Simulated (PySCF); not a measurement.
All of these have the formula C5H7N. Method: TDDFT PBE0/def2-SVPD, vertical, gas phase, core orbitals frozen in the response in PySCF. Geometries: GFN2-xTB; one conformer of each isolated species. Triplets are in the Tamm–Dancoff approximation.

A. `[H]/N=C(\C)CC#C`
B. `C#C/C=C/CN`
C. `C=C(C)[C@H]1C=N1`
D. `C#C/C=N\CC`

Lowest singlet levels (six at most, fewer where fewer were computed) with oscillator strengths:

1. 5.10 eV (f 0.158); 5.48 eV (f 0.104); 5.72 eV (f 0.153); 6.19 eV (f 0.008); 6.47 eV (f 0.012); 6.96 eV (f 0.004); T1 3.39 eV
2. 4.40 eV (f 0.004); 6.32 eV (f 0.000); 6.59 eV (f 0.077); 6.62 eV (f 0.395); 6.79 eV (f 0.033); 7.11 eV (f 0.001); T1 3.78 eV
3. 4.31 eV (f 0.003); 5.33 eV (f 0.000); 5.79 eV (f 0.233); 6.61 eV (f 0.001); 6.81 eV (f 0.003); 7.20 eV (f 0.041); T1 3.52 eV
4. 5.33 eV (f 0.006); 6.39 eV (f 0.001); 6.67 eV (f 0.013); 6.79 eV (f 0.005); 6.96 eV (f 0.018); 7.21 eV (f 0.003); T1 4.52 eV

Problem. Match each spectrum to its molecule.

Solution. 1 = B, 2 = C, 3 = D, 4 = A.
- A: S1 at 5.33 eV, HOMO→LUMO (91%); Löwdin shares by element: HOMO nitrogen 48%, carbon 27% or more (atoms not listed hold the other 25%); LUMO carbon 43% or more, nitrogen 31% (atoms not listed hold the other 26%); HOMO -7.37 and LUMO -0.16 eV.
- B: S1 at 5.10 eV, HOMO→LUMO (62%), HOMO-1→LUMO (30%); Löwdin shares by element: HOMO carbon 47% or more, nitrogen 28% (atoms not listed hold the other 25%); LUMO carbon 79% or more (atoms not listed hold the other 21%); HOMO -6.82 and LUMO -0.90 eV.
- C: S1 at 4.40 eV, HOMO→LUMO (93%); Löwdin shares by element: HOMO carbon 62% or more, nitrogen 16% (atoms not listed hold the other 23%); LUMO carbon 46% or more, nitrogen 36%, hydrogen 8% or more; HOMO -6.81 and LUMO -0.86 eV.
- D: S1 at 4.31 eV, HOMO→LUMO (98%); Löwdin shares by element: HOMO nitrogen 59%, carbon 24% or more, hydrogen 6% or more; LUMO carbon 58% or more, nitrogen 29%; HOMO -7.47 and LUMO -1.36 eV.
C and D have S1 within 0.09 eV of each other; their strongest listed levels stand at 6.62 eV (f 0.395) and 5.79 eV (f 0.233).
